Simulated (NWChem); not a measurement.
Correlation energy of F

```
F
```
Charge 0, spin multiplicity 2.

Everything below was run with NWChem.

Basis set: cc-pVTZ. Each correlation energy counts from its own Hartree-Fock reference.

The correlated methods keep 1 core orbital frozen. No SCF solution was tested for a lower state. Open-shell Hartree-Fock references start from PBE0 orbitals. Coupled-cluster values serve here as a point of comparison, not as the truth.

```tsv
method	correlation energy (mHa)
UMP2	-199.8
CCSDT on ROHF	-219.5
CCSD(T) on ROHF	-219.5
CCSD(T) on UHF	-214.8
CCSD[T] on ROHF	-219.5
CCSD on UHF	[?]
CCSD on ROHF	[?]
CCSD[T] on UHF	-214.9
SCS-UMP2	[?]
URI-MP2	-199.8
```

Task: Some entries are withheld; supply them.

Result: 
- CCSD on UHF, correlation energy (mHa): -211.2
- CCSD on ROHF, correlation energy (mHa): -215.7
- SCS-UMP2, correlation energy (mHa): -197.6
